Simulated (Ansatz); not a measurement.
**The cluster GeBr₂−: geometry, orbitals and charge**

What does the cluster GeBr₂− look like as a doublet, and where do its frontier electrons sit?

Method: UKS PBE0-D4/def2-TZVPD; program: Ansatz 0.2.0, Gaussian basis.

Plan: relaxation at B3LYP-D4/def2-TZVPD; a search for the lowest solution at PBE0-D4/def2-SVP; a single point at PBE0-D4/def2-TZVPD.

## 1. Starting geometry

3 atoms, charge -1, spin multiplicity 2.

Atoms are counted from 1 here; the program's logs count them from 0.

Bond lengths: Ge1–Br2 2.545 Å, Ge1–Br3 2.548 Å. Angles: Br2–Ge1–Br3 104.4°.

The ion is computed in the gas phase, without counter-ions or solvent.

The start is a GFN2-xTB geometry.

## 2. Optimising with B3LYP-D4/def2-TZVPD

in.yaml

```yaml
crystal:
  periodic: [false, false, false]
  atoms:
    - {symbol: Ge, position_ang: [0.366220, -0.972380, -0.056470]}
    - {symbol: Br, position_ang: [-2.062720, -0.227840, 0.090580]}
    - {symbol: Br, position_ang: [1.696500, 1.200220, -0.034110]}
basis:
  gaussian: {orbitals: def2-TZVPD}
total_charge: -1
magnetization: {spin_polarized: true, initial_magnetization: 1}
hamiltonian: {xc: {name: B3LYP}, dispersion: d4}
scf: {lower_state_search: "off"}
output: {orbitals: {seedname: orbitals}}
relax: {f_tol: 0.02, max_steps: 100}
```

Launch:

```console
> ansatz run in.yaml --threads 4 --pin off --events-out ev --progress --plain --max-ram 3916MiB
```

Further steps of the session: Searching for the lowest solution, PBE0-D4/def2-SVP; Single point, PBE0-D4/def2-TZVPD.

Before running them: what should the planned runs give, taken together? Wanted: point group; commonest bond; HOMO, LUMO at PBE0-D4/def2-TZVPD; ⟨S²⟩.

As calculated:

| quantity | value |
| --- | --- |
| point group | C2v |
| commonest bond | Br–Ge, 2 of mean length 2.531 Å |
| HOMO, LUMO at PBE0-D4/def2-TZVPD (over both spins) | -0.21, 2.76 eV |
| ⟨S²⟩ | 0.755 |

The molecule keeps its bonding pattern by the stored test; the atoms moved 0.05 Å (rms). No usable vibrations, so a minimum isn't proven. Whether this spin is the lowest isn't tested here.

The anion's highest level is positive in at least one run, so there the basis alone may hold the extra electron.
